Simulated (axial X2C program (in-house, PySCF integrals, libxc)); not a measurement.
# Levels of BF⁻ by electron attachment to BF (EOM-EA-CCSD)

Calculated with an axial X2C code built on PySCF integrals: two-component X2C with atomic mean-field Coulomb and Gaunt terms, Gaussian nuclei, basis F dyall-av3z, B dyall-av3z with contracted cores.

R = 1.452 Å (1.150 times 1.263 Å, the PBE0 minimum at charge 0 for the lowest determinant).

Levels of BF⁻ obtained by attaching an electron to BF:

```csv
Ω,binding energy (eV),above lowest (cm⁻¹),attached spinor,one-particle weight
1/2,-0.443,0,"88% B pπ, 7% F pπ",0.97
3/2,-0.446,24,"88% B pπ, 7% F pπ",0.97
1/2,-0.856,3336,97% B pσ,1.00
1/2,-1.241,6439,93% B sσ,0.99
1/2,-1.309,6985,92% B pπ,0.96
3/2,-1.313,7019,92% B pπ,0.96
1/2,-3.307,23102,"62% B pσ, 19% F pσ, 7% B sσ",0.98
```

Negative binding energies belong to unbound states, resonances or levels that the basis set holds; within some tenths of an eV of zero the sign is not settled.

This point took 13 s on 1 thread of Intel(R) Xeon(R) Processor @ 2.30GHz, with other jobs on the host.

Reference electrons by ω block (each with its −ω partner): 1/2: 6, 3/2: 1. 10 electrons of BF correlated (inner shells frozen), 92 natural virtual spinors (a truncated set); levels can be off by some tenths of an eV. Roots sought by Ω: (1/2: 5, 3/2: 4, 5/2: 2, 7/2: 1); the list ends where they run out and leaves out roots under 60 % one-particle weight. The solver can skip a root, and states that need a further excitation, which the method places far too high, are missing though they may lie low or lowest. T1 of the reference 0.020 (Lee–Taylor). Number of frozen shells: F 1 s; B 1 s.
